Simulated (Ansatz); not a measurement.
System: B20 (FeSi-type) FeSi. Method: HSE06 (Ansatz, a program for electronic structure, PAW).

Settings: plane-wave cutoff 460 eV, 6×6×6 k mesh, Fermi–Dirac smearing 0.01 eV, no spin polarisation, scalar-relativistic PAW data made under PBE.

Cell (measured lattice):

Space group P2₁3 (No. 198); a = b = c = 4.4869 Å, α = β = γ = 90.00°

| atom | site | symmetry | x | y | z |
|---|---|---|---|---|---|
| Fe | 4a | .3. | 0.1365 | 0.1365 | 0.1365 |
| Si | 4a | .3. | 0.8424 | 0.8424 | 0.8424 |

**Question.** Give the computed band gap, smallest direct gap on the k points sampled and Γ–Γ gap.

**Answer.** 
- band gap: 1.43 eV (indirect)
- smallest direct gap on the k points sampled: 1.47 eV
- Γ–Γ gap: 2.30 eV

Measured, for comparison: band gap 0.05 eV (temperature not stated, no zero-point or thermal correction, indirect, transport; lower end of the printed range; as tabulated in Tomczak (2018), arXiv:1802.07220). Computed (rounded) less measured: band gap +1.38 eV.

Note: cell and atoms aren't relaxed at this level (largest force component 0.17 eV/Å, pressure -16.4 GPa).

Computed values are for the static lattice.

It cost about 9 core-minutes (a rough figure) of CPU time.
